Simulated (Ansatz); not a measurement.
# H5OSi2: the cost of one run

Method: RKS revPBE/STO-3G, in Ansatz 0.2.0.

## (1) The starting structure

Bond lengths: O1–Si2 1.607 Å, Si2–Si3 2.389 Å, O1–H4 0.955 Å, Si2–H5 1.462 Å, Si2–H6 1.462 Å, Si3–H7 1.468 Å, Si3–H8 1.470 Å. Angles: O1–Si2–Si3 95.0°, O1–Si2–H5 113.7°, O1–Si2–H6 113.7°, Si3–Si2–H5 108.7°, Si3–Si2–H6 108.7°, H5–Si2–H6 114.9°, Si2–O1–H4 129.8°, Si2–Si3–H7 127.4°, Si2–Si3–H8 128.6°, H7–Si3–H8 104.0°.

As a file:

```xyz
8

O    -1.5246    0.1555   -0.5894
Si   -0.0854    0.8394   -0.3779
Si    0.8787   -1.0421    0.7352
H    -2.3116    0.5022   -1.0053
H     0.6437    1.0712   -1.6240
H    -0.1036    1.9727    0.5461
H     2.2454   -1.1645    1.2556
H     0.2574   -2.3344    1.0599
```

## (2) Relaxing the start

input.yaml reads:

```yaml
crystal:
  periodic: [false, false, false]
  atoms:
    - { symbol: O, position_ang: [-1.52461, 0.15553, -0.5894] }
    - { symbol: Si, position_ang: [-0.08542, 0.83938, -0.3779] }
    - { symbol: Si, position_ang: [0.87873, -1.04207, 0.73519] }
    - { symbol: H, position_ang: [-2.31162, 0.5022, -1.00535] }
    - { symbol: H, position_ang: [0.64369, 1.07121, -1.62405] }
    - { symbol: H, position_ang: [-0.10358, 1.97267, 0.54609] }
    - { symbol: H, position_ang: [2.24542, -1.1645, 1.25556] }
    - { symbol: H, position_ang: [0.25739, -2.33441, 1.05986] }
total_charge: 1
basis:
  gaussian: { orbitals: STO-3G }
hamiltonian:
  xc: revpbe
relax:
  f_tol: 0.02
  max_steps: 40
```

Launch:

```console
$ ansatz run input.yaml --threads 1 --pin off --max-ram 2048MiB --backend cpu --events-out ev --progress --plain --runs-dir out
```

Q: Estimate wall time and peak memory on 1 thread of Intel Xeon 6975P-C (Granite Rapids), shared host.

About 8.3 s, with a peak of 0.12 GiB.
